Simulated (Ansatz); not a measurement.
Cost and result for the atomization energy of C3H4FN, SMILES `N=C=CCF` (9 atoms, 8 bonds).

```tsv
atom	x (Å)	y (Å)	z (Å)
N1	0.244	-2.209	0.647
C2	0.020	-1.014	0.596
C3	-0.107	0.287	0.580
C4	0.142	1.121	-0.635
F5	0.323	0.329	-1.747
H6	-0.536	-2.820	0.413
H7	-0.421	0.785	1.490
H8	-0.707	1.787	-0.827
H9	1.043	1.735	-0.517
```

Total charge 0; spin multiplicity 1. The structure was optimised at the PBE0-D4/def2-TZVP level. It is one conformer, not always the lowest. Program: Ansatz. All runs use 2 threads of an Arm Neoverse V2 on a shared host. Times are those of one run each, without the atoms' runs, and a repeat can differ threefold. Electronic energies, without spin–orbit coupling; frozen cores. CCSD(T)/CBS adds CCSD(T) − MP2 in def2-TZVPP to the MP2 limit, and its time is that of the two runs behind it. T1 = 0.013. HSE06 is the plane-wave form, built on full-range PBE exchange.

CCSD(T)/CBS is a level of theory with its own doubt, some kJ/mol a heavy atom from the limit and from the frozen cores, so smaller differences don't rank the functionals.

```json
{"level": "LDA (SPW92)/def2-TZVPP", "functions": "211", "wall time": "1.1 s"}
{"level": "revPBE-D4/def2-TZVPP", "functions": "211", "wall time": "1.9 s"}
{"level": "BLYP-D4/def2-TZVPP", "functions": "211", "wall time": "1.9 s"}
{"level": "PBE-D4/def2-TZVPP (with forces)", "functions": "211", "wall time": "2.4 s"}
{"level": "BHLYP-D4/def2-TZVPP", "functions": "211", "wall time": "2.5 s"}
{"level": "HSE06-D4/def2-TZVPP", "functions": "211", "wall time": "2.6 s"}
{"level": "CAM-B3LYP-D4/def2-TZVPP", "functions": "211", "wall time": "2.8 s"}
{"level": "CCSD(T)/def2-SVP", "functions": "90", "wall time": "4 s"}
{"level": "B2PLYP/def2-TZVPP", "functions": "211", "wall time": "4.8 s"}
{"level": "ωB97X-V/def2-TZVPP", "functions": "211", "wall time": "7 s"}
{"level": "MP2/def2-QZVPP", "functions": "405", "wall time": "18 s"}
{"level": "CCSD(T)/def2-TZVPP", "functions": "211", "wall time": "96 s"}
{"level": "CCSD(T)/CBS(def2)", "functions": "–", "wall time": "110 s"}
```

(1) What atomization energy does each give, and how far from CCSD(T)/CBS? (Estimate.)

Results:

(1) Ansatz gave: 
```json
{"level": "LDA (SPW92)/def2-TZVPP", "atomization (kJ/mol)": "4379.4", "difference from CCSD(T)/CBS": "673.3", "per bond": "84.2"}
{"level": "revPBE-D4/def2-TZVPP", "atomization (kJ/mol)": "3769.8", "difference from CCSD(T)/CBS": "63.7", "per bond": "8.0"}
{"level": "BLYP-D4/def2-TZVPP", "atomization (kJ/mol)": "3775.9", "difference from CCSD(T)/CBS": "69.8", "per bond": "8.7"}
{"level": "PBE-D4/def2-TZVPP (with forces)", "atomization (kJ/mol)": "3888.0", "difference from CCSD(T)/CBS": "181.9", "per bond": "22.7"}
{"level": "BHLYP-D4/def2-TZVPP", "atomization (kJ/mol)": "3571.7", "difference from CCSD(T)/CBS": "-134.4", "per bond": "-16.8"}
{"level": "HSE06-D4/def2-TZVPP", "atomization (kJ/mol)": "3769.6", "difference from CCSD(T)/CBS": "63.5", "per bond": "7.9"}
{"level": "CAM-B3LYP-D4/def2-TZVPP", "atomization (kJ/mol)": "3750.8", "difference from CCSD(T)/CBS": "44.7", "per bond": "5.6"}
{"level": "CCSD(T)/def2-SVP", "atomization (kJ/mol)": "3525.0", "difference from CCSD(T)/CBS": "-181.1", "per bond": "-22.6"}
{"level": "B2PLYP/def2-TZVPP", "atomization (kJ/mol)": "3698.5", "difference from CCSD(T)/CBS": "-7.6", "per bond": "-0.9"}
{"level": "ωB97X-V/def2-TZVPP", "atomization (kJ/mol)": "3728.1", "difference from CCSD(T)/CBS": "22.0", "per bond": "2.7"}
{"level": "MP2/def2-QZVPP", "atomization (kJ/mol)": "3761.9", "difference from CCSD(T)/CBS": "55.8", "per bond": "7.0"}
{"level": "CCSD(T)/def2-TZVPP", "atomization (kJ/mol)": "3602.5", "difference from CCSD(T)/CBS": "-103.6", "per bond": "-13.0"}
{"level": "CCSD(T)/CBS(def2)", "atomization (kJ/mol)": "3706.1", "difference from CCSD(T)/CBS": "0.0", "per bond": "0.0"}
```

From r2SCAN to r2SCAN0 (25 % exact exchange), in def2-TZVPP and without D4, the atomization energy moves by −92.5 kJ/mol: exact exchange takes away binding that semilocal exchange gives to molecules. The D4 term adds +21.8 kJ/mol with B3LYP and +11.4 kJ/mol with PBE0; it sums over pairs of atoms, weighted by their polarisabilities, and B3LYP, whose exchange is more repulsive, gets the larger term. Leaving LDA and LC-ωPBE aside and taking each functional with its dispersion term where it has one, the values spread over 316.3 kJ/mol, from BHLYP-D4 to PBE-D4. LDA lies +505.0 kJ/mol from PBE without D4, its usual overbinding.

B3LYP here is the variant with VWN-RPA as its local correlation; programs differ in this.
